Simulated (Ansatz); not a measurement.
α-quartz (SiO2), treated with r²SCAN (plane waves, PAW; Ansatz, a first-principles code).

From the output:

```
Relaxation: its limit of steps is 80 (relax.max_steps)
Crystal: 9 atoms, lattice volume = 115.847 Å³
Basis set: ecut = 560 eV, 3489 PW (Γ), exchange–correlation on 120×120×135 points (27 copies of the dense FFT grid, shifted against one another)
Bands: 33, of which v1, the nominal top of the filled ones, is band 24 counted from 1 (23 counted from 0)
Symmetry: 6 space group operations
Space group: P3221 (ITA 154), of the structure as read, at distance tolerance 4.9e-5 Å
k-points: 100 of 864 (time reversal used)
Functional: x = r2scan, c = r2scan; τ floored in thin density (d = 2e-4 eV/Å³)
SCF iter   1: F=—  HF=-5340.032938 eV  |F-HF|=—  |Δ(HF+E_count)|=         —  Δρ=7.17e-3  dr2=5.93e-2  dr2_τ=7.46e-1
SCF iter   2: F=—  HF=-5340.277406 eV  |F-HF|=—  |Δ(HF+E_count)|=   2.44e-1  Δρ=4.77e-3  dr2=1.80e-2  dr2_τ=1.24e-3
  ...
SCF 1 converged in 8 iterations: F = -5340.274388 eV  dr2 = 4.54e-10
Crystal: 9 atoms, lattice volume = 115.847 Å³
Initial density: handed on by an earlier stage of this run
SCF 2 converged in 6 iterations: F = -5340.281874 eV  dr2 = 7.88e-8
  ...
Crystal: 9 atoms, lattice volume = 115.847 Å³
SCF 5 converged in 7 iterations: F = -5340.296711 eV  dr2 = 1.57e-9
Crystal: 9 atoms, lattice volume = 115.847 Å³
SCF 6 converged in 6 iterations: F = -5340.296820 eV  dr2 = 2.33e-9
Crystal: 9 atoms, lattice volume = 115.847 Å³
SCF iter   4: F=—  HF=-5340.296811 eV  |F-HF|=—  |Δ(HF+E_count)|=  9.19e-10  Δρ=3.57e-7  dr2=8.06e-11  dr2_τ=2.56e-11
SCF iter   5: F=-5340.296811 eV  HF=-5340.296811 eV  |F-HF|=9.09e-13  |Δ(HF+E_count)|=  1.00e-10  Δρ=1.21e-7  dr2=1.27e-11  dr2_τ=1.11e-12
SCF 7 converged in 5 iterations: F = -5340.296811 eV  dr2 = 1.27e-11
SCF converged after 5 iterations
Free energy (F): -5340.296811 eV
Internal energy: -5340.296811 eV  (E = F + TS)
E sigma→0 (E₀):  -5340.296811 eV
Fermi energy:    5.137749 eV
--- Forces (eV/Å), atoms counted from 1 ---
  atom   1  Si    -0.00009084    -0.00015734    -0.00000000
  atom   2  Si     0.00018168    -0.00000000    -0.00000000
  atom   3  Si    -0.00009084     0.00015734     0.00000000
  atom   4  O      0.00026749    -0.00038446     0.00011893
  atom   5  O      0.00019921     0.00042389     0.00011893
  atom   6  O     -0.00046670     0.00003942    -0.00011893
  atom   7  O      0.00019921    -0.00042389    -0.00011893
  atom   8  O      0.00026749     0.00038446    -0.00011893
  atom   9  O     -0.00046670    -0.00003942     0.00011893
--- Stress (GPa, compression-positive) ---
       -0.697548       0.000000       0.000000
        0.000000      -0.697548      -0.000000
        0.000000      -0.000000      -0.701535
  P = ⅓ Tr σ = -0.6989 GPa (-6.989 kbar)
```

Task: Write an input file that could have produced this run (the log leaves some choices open).

Result: One answer among several that fit: 
Ansatz 0.2 input:
```yaml
crystal:
  lattice:
    - [2.4766261027, -4.2896422412, 0.0]
    - [2.4766261027, 4.2896422412, 0.0]
    - [0.0, 0.0, 5.4522271546]
  atoms:
    - { symbol: Si, position: [0.0, 0.4689857342, 0.3333333333] }
    - { symbol: Si, position: [0.5310142658, 0.5310142658, 0.0] }
    - { symbol: Si, position: [0.4689857342, 0.0, 0.6666666667] }
    - { symbol: O, position: [0.2690083517, 0.4131876758, 0.2154065565] }
    - { symbol: O, position: [0.5868123242, 0.8558206759, 0.8820732232] }
    - { symbol: O, position: [0.7309916483, 0.1441793241, 0.4512601102] }
    - { symbol: O, position: [0.8558206759, 0.5868123242, 0.1179267768] }
    - { symbol: O, position: [0.4131876758, 0.2690083517, 0.7845934435] }
    - { symbol: O, position: [0.1441793241, 0.7309916483, 0.5487398898] }
basis:
  ecutwfc: 560
  ecutrho_ratio: 4
  xc_grid: 3
kpoints:
  mp_grid: { grid: [12, 12, 6] }
hamiltonian:
  xc: r2scan
  dispersion: none
  pseudopotentials: { kind: paw }
scf:
  occupations: { method: fermi_dirac, width: 0.01 }
output:
  forces: true
  stress: true
  eigenvalues: true
relax:
  f_tol: 0.004
  escape_saddle: false
  max_steps: 80
  cell: { stress_tol: 0.02, fix: [volume] }
```

The cell is one volume of an energy–volume scan, off the minimum.

The PAW data were made under PBE.
